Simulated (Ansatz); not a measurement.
Working through the interaction energy of a dimer with the counterpoise correction of CH4OS, SMILES OCS

Program: the Ansatz DFT code, driven from Python.

Interactive session:
```pycon
>>> import ansatz as az
>>> FIRST = [
...     ("O", (-0.7703, -0.814, -0.3479)),
...     ("C", (-0.0515, 0.3878, -0.1084)),
...     ("S", (1.6236, -0.0505, 0.2431)),
...     ("H", (-1.6247, -0.4528, -0.6392)),
...     ("H", (-0.0743, 1.0357, -1.0024)),
...     ("H", (-0.478, 0.9349, 0.7464)),
...     ("H", (1.3755, -1.0412, 1.1082)),
... ]
>>> SECOND = [
...     ("O", (0.7575, 4.11, -3.3932)),
...     ("C", (0.51, 2.9026, -2.6865)),
...     ("S", (-0.5327, 3.2891, -1.3136)),
...     ("H", (1.2284, 3.7652, -4.1708)),
...     ("H", (-0.0057, 2.1739, -3.3366)),
...     ("H", (1.4513, 2.4617, -2.3237)),
...     ("H", (0.1284, 4.3693, -0.8805)),
... ]
>>> def energy(atoms, ghosts=()):
...     molecule = az.Crystal.molecule()
...     for symbol, xyz in atoms:
...         molecule = molecule.atom(symbol, xyz)
...     calc = (
...         molecule.calculation()
...         .basis(gaussian="def2-SVP")
...         .functional("B3LYP")
...     )
...     deck = calc.input()
...     if ghosts:
...         deck = deck.set(az.key.basis.gaussian.ghost_atoms, [{"symbol": s, "position_ang": list(xyz)} for s, xyz in ghosts])
...     return az.Session.from_dict(deck).plan().execute().report["free_energy_ev"]
...
>>> both = energy(FIRST + SECOND)
>>> alone = energy(FIRST) + energy(SECOND)
>>> ghosted = energy(FIRST, SECOND) + energy(SECOND, FIRST)
>>> print(f"dimer {both:.6f} eV")
dimer -27957.144195 eV
>>> print(f"interaction, uncorrected   {(both - alone):8.3f} eV")
interaction, uncorrected      0.184 eV
>>> print(f"interaction, counterpoise  {(both - ghosted):8.3f} eV")
interaction, counterpoise     0.258 eV
>>> print(f"basis-set superposition    {(alone - ghosted):8.3f} eV")
basis-set superposition       0.074 eV
```

Uncorrected it is 0.184 eV, with the counterpoise correction 0.258 eV; the difference, 0.074 eV, is the superposition error. In this basis both values are repulsive.

Notes:
- Total energies depend on the basis set; only differences at equal settings carry meaning.
- The dimer is a generated trial pose of unrelaxed monomers, not a minimum, so the figure is no binding energy, and the basis set is small.
- b3lyp holds the VWN-RPA fit, as in Gaussian; the form of ORCA and Turbomole is b3lyp5.
- This level lacks the dispersion part of the attraction (electrostatics and induction are there), which can decide the sign where the interaction is weak.
- Run time: 14 s on 1 thread of Arm Neoverse V2 (shared host), peak memory 0.35 GiB.
